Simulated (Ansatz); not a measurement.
We consider zinc-blende MgS (metastable phase), described by Hartree–Fock in Ansatz (PAW).

Numerical settings: plane-wave cutoff 460 eV, 8×8×8 k mesh, Fermi–Dirac smearing 0.01 eV, scalar-relativistic PAW data made under PBE.

Results at a series of volumes:

```csv
V (Å³/atom),E − E_lowest (meV/atom)
22.404,11.66
22.678,6.72
22.994,2.75
23.584,0.00
24.173,2.69
24.763,10.19
```

Problem. Fit the third-order Birch–Murnaghan equation and give B0 and B′.

Solution. V0 = 23.575 Å³/atom, B0 = 59.2 GPa, B′ = 3.9 (fit to the energies at full precision).

Note: the volume lies 6 % above that of the published cell.

Static lattice: no zero-point or thermal effects.

The result took roughly 9 core-minutes.

Ansatz is a program for electronic structure.
